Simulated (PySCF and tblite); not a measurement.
Results of a calculation; reference values are marked as such.
C₃H₈O, numbered as in [CH3:1][CH2:2][CH2:3][OH:4]. Search: ETKDG and KDG, MMFF94s, GFN2-xTB, 90 starts; geometries at PBE0-D3(BJ)/def2-SVP. Weights use B3LYP-D3(BJ)/def2-TZVP (IEF-PCM, chloroform) energies plus GFN2-xTB zero-point and thermal terms (modes under about 100 cm⁻¹ blended into free rotors). Symmetry numbers and mirror images are counted. Conformers within 3 kcal/mol (GFN2-xTB free energy) were kept, 8 at most. GIAO shieldings: WP04/pcSseg-1 (IEF-PCM, chloroform). Shifts are against TMS (¹H), TMS (¹³C) at the same level. Run with PySCF (density fitting) and tblite.

Torsions listed: C1–C2–C3–O4, C2–C3–O4–H4. Of a mirror pair one member is shown.

```tsv
conformer	shape	point group	mirror pair	ΔE(DFT)	Δ(G−E) at 380 K	δ C2 (ppm)
1	178°, 60°	C1	yes	0.00	0.00	32.6
2	62°, -67°	C1	yes	0.07	0.04	30.5
3	-58°, -61°	C1	yes	0.10	0.04	31.8
4	-179°, -178°	Cs	no	0.27	-0.23	29.6
5	-62°, 175°	C1	yes	0.39	-0.18	29.5
```

Energies in kcal/mol; the thermal term leaves out symmetry numbers and mirror images.

Work out the weights at 380 K and the ¹³C shift of C2 under fast exchange.

RT = 0.755 kcal/mol. Each conformer gets RT ln(σ/g), with σ the rotational symmetry number and g = 2 for a mirror pair: 1: σ = 1, g = 2, G = 0.00 + 0.00 − 0.52 = -0.52, 0.00 above the lowest, exp(−ΔG/RT) = 1.000; 2: σ = 1, g = 2, G = 0.07 + 0.04 − 0.52 = -0.42, 0.10 above the lowest, exp(−ΔG/RT) = 0.873; 3: σ = 1, g = 2, G = 0.10 + 0.04 − 0.52 = -0.39, 0.13 above the lowest, exp(−ΔG/RT) = 0.841; 4: σ = 1, g = 1, G = 0.27 − 0.23 + 0.00 = 0.04, 0.56 above the lowest, exp(−ΔG/RT) = 0.474; 5: σ = 1, g = 2, G = 0.39 − 0.18 − 0.52 = -0.31, 0.21 above the lowest, exp(−ΔG/RT) = 0.757. The sum is 3.947, so the weights are 25.3, 22.1, 21.3, 12.0, 19.2 %. The averaged shift is 31.0 ppm. At 298.15 K it is 31.0 ppm. At 298.15 K the leading conformer alone gives 32.6 ppm and bare DFT energies give 31.0 ppm.
